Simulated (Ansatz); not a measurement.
Ansatz (a quantum-chemistry and plane-wave program) input (CCSD(T)/def2-SVPD):

Ansatz 0.2 input:
```yaml
crystal:
  periodic: [false, false, false]
  atoms:
    - {symbol: Be, position_ang: [-0.00000000, -0.00000000, -0.26442914]}
    - {symbol: H, position_ang: [0.00000000, 0.00000000, 1.05771654]}
basis:
  gaussian:
    orbitals: def2-SVPD
total_charge: 1
magnetization: {spin_polarized: false}
correlation: {method: ccsd_t, electrons: outside_noble_gas}
output: {forces: true}
```

End of the output:

```
integrals: 0.00 GiB planned
233 factors; integrals over basis functions are off by at most 4.2e-4 eV
mean field: 0.04 GiB planned
mean field evaluation 1: about -403.5110 eV, gradient 6.0e0 eV
mean field evaluation 2: about -403.5225 eV, gradient 6.0e0 eV
mean field evaluation 4: about -403.7157 eV, gradient 3.6e-1 eV
mean field evaluation 8: about -403.7174 eV, gradient 3.5e-4 eV
mean field evaluation 16: about -403.7174 eV, gradient 3.2e-6 eV
mean field -403.71737664 eV, -14.8363399419 hartree, gradient 3.2e-6 eV, S^2 0.000000; 0 other end points of the search recorded, 0 dependent functions left out
1 core orbitals not correlated
reference -403.71737664 eV, -14.8363399419 hartree; 1, 1 occupied and 18, 18 virtual orbitals, 233 factors
densities: 0.04 GiB planned
second order -0.62924858 eV of doubles, -0.00000000 eV of singles
coupled cluster: 0.04 GiB planned
cycle   1  -0.78599704 eV  change   -1.6e-1 eV  update   3.3e-2
cycle   2  -0.86050163 eV  change   -7.5e-2 eV  update   1.4e-2
cycle   3  -0.86445713 eV  change   -4.0e-3 eV  update   5.2e-3
cycle   4  -0.86516466 eV  change   -7.1e-4 eV  update   1.5e-3
cycle   5  -0.86492539 eV  change    2.4e-4 eV  update   2.4e-4
cycle   6  -0.86491617 eV  change    9.2e-6 eV  update   5.2e-5
cycle   7  -0.86493173 eV  change   -1.6e-5 eV  update   1.1e-5
cycle   8  -0.86492748 eV  change    4.2e-6 eV  update   1.6e-6
cycle   9  -0.86492758 eV  change   -9.5e-8 eV  update   2.7e-7
perturbative correction -0.00000000 eV, -0.0000000000 hartree
the calculation of the forces begins
Total energy: -404.58230421 eV, -14.8681254440 hartree
Atom 0 at    -0.000000    -0.000000    -0.264429 Å, force     0.000000    -0.000000     0.063125 eV/Å
Atom 1 at     0.000000     0.000000     1.057717 Å, force     0.000000     0.000000    -0.063125 eV/Å
Dipole moment:    -0.000000     0.000000    -0.778090 e Å
```
